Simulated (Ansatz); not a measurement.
Geometry optimisation, Ansatz, UKS B3LYP-D4/def2-SVP.

Input file:

```yaml
crystal:
  periodic: [false, false, false]
  atoms:
    - { symbol: C, position_ang: [-0.6327, -0.6548, 0.4142] }
    - { symbol: C, position_ang: [0.4857, 0.2156, 0.0134] }
    - { symbol: Cl, position_ang: [1.8345, 0.161, 1.0295] }
    - { symbol: C, position_ang: [0.6566, 0.9982, -1.0305] }
    - { symbol: O, position_ang: [0.6511, 1.6723, -1.9933] }
    - { symbol: H, position_ang: [-1.0567, -0.2963, 1.3857] }
    - { symbol: H, position_ang: [-1.4757, -0.5006, -0.3103] }
    - { symbol: H, position_ang: [-0.5268, -0.05597, -0.28526] }
magnetization:
  spin_polarized: true
basis:
  gaussian: { orbitals: def2-SVP }
hamiltonian:
  xc: b3lyp
  dispersion: d4
relax:
  f_tol: 0.02
  max_steps: 50
```

Run as:

```bash
$ ansatz run input.yaml --threads 2 --pin off --max-ram 3072MiB --backend cpu --events-out ev --progress --plain --runs-dir out
```

Where does it end, and by what steps?

The run converged. After 13 steps the energy has fallen by 7.818 eV; H7 moved furthest, 1.14 Å. The start is strongly strained (largest force component 9 eV/Å), so its close contacts needn't be bonds. Parted: C2–H8 (1.09 → 2.15 Å).

```csv
step,energy less start (eV),largest force component (eV/Å),accepted
0,0.0000,9.381,yes
1,-2.0634,3.850,yes
2,-3.4696,3.170,yes
3,-4.5881,3.826,yes
4,-5.8391,3.982,yes
5,-7.0922,1.534,yes
6,-7.4562,1.109,yes
7,-7.6601,0.885,yes
8,-7.7565,0.408,yes
9,-7.8100,0.290,yes
10,-7.8169,0.123,yes
11,-7.8180,0.061,yes
12,-7.8183,0.028,yes
13,-7.8183,0.006,yes
```

```xyz
8
Properties=species:S:1:pos:R:3
C -0.826 -0.252 0.276
C 0.540 0.256 -0.078
Cl 1.923 -0.337 0.836
C 0.807 1.129 -1.036
O 1.037 1.899 -1.882
H -1.075 -0.007 1.322
H -0.878 -1.347 0.159
H -1.591 0.200 -0.374
```

Whether the end is a true minimum wasn't checked by a vibrational analysis.

The run took 75 s on 2 threads of Intel(R) Xeon(R) Platinum 8259CL CPU @ 2.50GHz (Skylake/Cascade Lake), on a shared host, peak memory 0.27 GiB.
